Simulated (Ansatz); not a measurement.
## Ansatz (development build ahead of 0.2.0) run

```yaml
crystal:
  periodic: [false, false, false]
  atoms:
    - { symbol: O, position_ang: [0.0, 1.10381, -0.22854] }
    - { symbol: O, position_ang: [0.0, 0.0, 0.45708] }
    - { symbol: O, position_ang: [0.0, -2.20762, -0.91417] }
basis:
  gaussian: { orbitals: pcseg-2 }
magnetization:
  spin_polarized: true
hamiltonian:
  xc: { name: wB97X }
```

The input is written out in the form of the current development build from the run's settings.

The run gave:

```yaml
Converged: yes
Total_energy: -225.41095 hartree
Spin_squared_of_the_determinant: 1.996
Stability_test: minimum
```

Caution: the unrestricted determinant is a mixture of spin states.
